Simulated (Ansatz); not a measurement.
One change: `N/C=C(\O)F` becomes `N/C=C\F`.

Ansatz, PBE0-D4/def2-TZVP geometries, multiplicity 1. Each molecule was computed in one conformer, which needn't be the lowest.

```json
{"property": "HOMO energy (PBE/def2-TZVPP) / eV", "`N/C=C(\\O)F`": "-4.48"}
{"property": "zero-point energy (PBE0-D4/def2-TZVP) / kJ/mol", "`N/C=C(\\O)F`": "175.0"}
{"property": "LUMO energy (PBE/def2-TZVPP) / eV", "`N/C=C(\\O)F`": "-0.11"}
{"property": "HOMO energy (PBE0/def2-TZVPP) / eV", "`N/C=C(\\O)F`": "-5.74"}
{"property": "HOMO energy (B3LYP/def2-TZVPP) / eV", "`N/C=C(\\O)F`": "-5.56"}
{"property": "ideal-gas entropy at 298 K and 1 bar (rigid rotor, harmonic PBE0-D4/def2-TZVP) / J/(mol·K)", "`N/C=C(\\O)F`": "307"}
```

Task: Give the same properties after the change, and the shifts. (An estimate is asked.)

Result: Ansatz gave: 
```tsv
property	`N/C=C\F`	shift
HOMO energy (PBE/def2-TZVPP) / eV	-4.79	-0.31
zero-point energy (PBE0-D4/def2-TZVP) / kJ/mol	163.3	-11.7
LUMO energy (PBE/def2-TZVPP) / eV	0.10	0.21
HOMO energy (PBE0/def2-TZVPP) / eV	-6.03	-0.29
HOMO energy (B3LYP/def2-TZVPP) / eV	-5.84	-0.28
ideal-gas entropy at 298 K and 1 bar (rigid rotor, harmonic PBE0-D4/def2-TZVP) / J/(mol·K)	282	-25
```

With PBE0 the HOMO falls by 0.29 eV and the LUMO rises by 0.22 eV, so the gap widens by about 0.51 eV. PBE moves the HOMO by -0.31 eV and ωB97M-V by -0.29 eV. The zero-point energy changes by -11.7 kJ/mol with -3 modes.

B3LYP here is the variant with VWN-RPA as its local correlation; programs differ in this.
